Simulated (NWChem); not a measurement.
System: hydrazine (N$_{2}$H$_{4}$); SMILES NN

```xyz
6

N     -0.0685     0.7074     0.0757
N      0.0685    -0.7074     0.0757
H      0.8495     1.1139     0.2948
H     -0.3394     1.0861    -0.8465
H     -0.8495    -1.1139     0.2948
H      0.3394    -1.0861    -0.8465
```
Atoms are numbered in this order, from 1.

Results from NWChem. All runs use the structure optimised with PBE-D3(BJ)/def2-SVP. Static field.

Problem. Order these by “isotropic polarisability (bohr³)”, lowest first: PBE/Sadlej pVTZ; Hartree-Fock/Sadlej pVTZ; B3LYP/Sadlej pVTZ.

Solution. Hartree-Fock/Sadlej pVTZ (21.5), B3LYP/Sadlej pVTZ (24.1), PBE/Sadlej pVTZ (25.2)
